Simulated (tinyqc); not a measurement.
RHF in the sto-3g basis, for H2O, spin multiplicity 1, step by step. One step of it, computed by the program tinyqc.

Task: Orthogonalisation. S = U s U^T; symmetric (Loewdin) form X = U s^(-1/2) U^T, so that X^T S X = 1.

overlap S, order 1O 1s, 1O 2s, 1O 2px, 1O 2py, 1O 2pz, 2H 1s, 3H 1s:
```
[[1.000000, 0.236704, 0.000000, 0.000000, 0.000000, 0.033104, 0.035166],
 [0.236704, 1.000000, 0.000000, 0.000000, 0.000000, 0.350716, 0.364894],
 [0.000000, 0.000000, 1.000000, 0.000000, 0.000000, 0.000000, 0.000000],
 [0.000000, 0.000000, 0.000000, 1.000000, 0.000000, 0.269858, -0.278160],
 [0.000000, 0.000000, 0.000000, 0.000000, 1.000000, 0.165563, 0.170800],
 [0.033104, 0.350716, 0.000000, 0.269858, 0.165563, 1.000000, 0.127251],
 [0.035166, 0.364894, 0.000000, -0.278160, 0.170800, 0.127251, 1.000000]]
```

Give: eigenvalues of S; X.

Result:

eigenvalues of S: [0.466, 0.545, 0.898, 1.000, 1.086, 1.329, 1.676]

X, order 1O 1s, 1O 2s, 1O 2px, 1O 2py, 1O 2pz, 2H 1s, 3H 1s:
```
[[1.023, -0.135, 0.000, 0.000, -0.006, 0.018, 0.019],
 [-0.135, 1.138, 0.000, -0.004, 0.053, -0.199, -0.210],
 [0.000, 0.000, 1.000, 0.000, 0.000, 0.000, 0.000],
 [0.000, -0.004, 0.000, 1.072, -0.002, -0.167, 0.174],
 [-0.006, 0.053, 0.000, -0.002, 1.024, -0.092, -0.097],
 [0.018, -0.199, 0.000, -0.167, -0.092, 1.104, -0.043],
 [0.019, -0.210, 0.000, 0.174, -0.097, -0.043, 1.113]]
```
